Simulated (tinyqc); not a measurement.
Ways to converge the cycle: SCF convergence aids in the sto-6g basis, for NH3, spin multiplicity 1. Computed by the program tinyqc with PySCF. RHF with one setting changed at a time; a run stops when the energy changes by less than 1e-09 hartree and the error matrix is below 1e-5. The start is the core Hamiltonian. Damping d keeps d of the old density; a shift (hartree) raises the virtual levels; DIIS n extrapolates F over n matrices.

Geometry (angstrom):
```
atom,x,y,z
N,0.0000,0.0000,0.0200
H,1.1400,0.0000,0.0000
H,-0.5700,0.9870,0.0000
H,-0.5700,-0.9870,0.0000
```

lowest restricted solution found by these runs and by PySCF = -55.923974 hartree

Largest element of the error matrix X^T (FDS - SDF) X:
```
iteration,plain,damping 0.3,damping 0.6,shift 0.4,DIIS 3,DIIS 8
1,7.1e-01,7.1e-01,7.1e-01,7.1e-01,7.1e-01,7.1e-01
2,2.8e-01,1.2e-01,4.3e-01,2.1e-01,2.8e-01,2.8e-01
3,5.1e-02,2.3e-02,2.5e-01,2.6e-02,2.7e-02,2.7e-02
4,1.0e-02,9.0e-03,1.3e-01,4.6e-03,3.2e-03,3.2e-03
5,1.6e-03,3.7e-03,7.1e-02,1.6e-03,5.7e-04,7.3e-04
6,4.1e-04,1.8e-03,3.7e-02,7.8e-04,1.3e-04,1.4e-04
8,8.5e-05,5.0e-04,1.1e-02,1.7e-04,8.5e-08,3.2e-08
10,1.8e-05,1.9e-04,4.3e-03,3.7e-05,-,-
14,-,2.8e-05,8.4e-04,-,-,-
20,-,1.6e-06,1.0e-04,-,-,-
30,-,-,8.2e-06,-,-,-
```

How each run ends:
```
run,iterations,E (hartree),state
plain,11,-55.923974,lowest found
damping 0.3,20,-55.923974,lowest found
damping 0.6,43,-55.923974,lowest found
shift 0.4,12,-55.923974,lowest found
DIIS 3,9,-55.923974,lowest found
DIIS 8,8,-55.923974,lowest found
```

What does the comparison show, and why?

6 of 6 runs reach the lowest restricted solution found, in 8 to 43 iterations (fastest: DIIS 8). Plain steps already contract here, so damping only slows them. DIIS 3 and DIIS 8 gain by cancelling the error over several earlier matrices, much as a quasi-Newton step does.
